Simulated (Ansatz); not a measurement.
## Worked example: the enthalpy of formation of C3H7N (cyclopropylamine)

The species is C3H7N (11 atoms), meant as a singlet with charge 0. SMILES: `NC1CC1`. The coordinates come from a PBE0-D4/def2-TZVP relaxation. This is one conformer, not always the lowest.

Total energies at wB97M-V/6-31G* (spherical functions) (Ansatz 0.2.0); the atoms run unrestricted:

```tsv
species	state	energy (Eh)
C3H7N	singlet	-173.145993
N	quartet	-54.571544
C	triplet	-37.830534
H	doublet	-0.491081
```

Harmonic wavenumbers at PBE0-D4/def2-TZVP, in cm⁻¹: 269, 402, 411, 775, 811, 845, 848, 919, 1022, 1057, 1071, 1132, 1186, 1196, 1256, 1271, 1414, 1448, 1506, 1658, 3088, 3153, 3158, 3238, 3251, 3524, 3604.

Measured heats of formation of the gaseous atoms at 298.15 K, in kJ/mol: N 472.4, C 716.9, H 218.0. Take 1 Eh = 2625.50 kJ/mol, 1 cm⁻¹ = 0.0119627 kJ/mol, RT = 2.479 kJ/mol.

Q: What heat of formation follows?

A: 
1. Electronic atomisation energy: (-54.571544) + 3 × (-37.830534) + 7 × (-0.491081) − (-173.145993) = 1.645280 Eh = 4319.7 kJ/mol.
2. Zero-point energy: half the sum of the wavenumbers, 21756.5 cm⁻¹ = 260.3 kJ/mol.
3. Thermal vibrational enthalpy, Σ hcν̃/(exp(hcν̃/kT) − 1): 4.2 kJ/mol. Translation, rotation and pV of a non-linear molecule: 4 RT = 9.9 kJ/mol.
4. The 11 free atoms carry 5/2 RT each: 68.2 kJ/mol.
5. Spin-orbit coupling lowers the free atoms by 3 × 0.02 = 0.1 kJ/mol.
6. Atomisation enthalpy at 298 K: 4319.7 − 0.1 − 260.3 − 4.2 − 9.9 + 68.2 = 4113.4 kJ/mol.
7. Sum of the atoms' heats of formation: 4149.1 kJ/mol. Heat of formation: 4149.1 − 4113.4 = +35.7 kJ/mol.

The tabulated value is +77.0 kJ/mol (CRC Handbook of Chemistry and Physics), so this level is off by -41.3 kJ/mol, or 1.0 % of the atomisation enthalpy. Anharmonicity and any spin-orbit splitting of the molecule are left out.
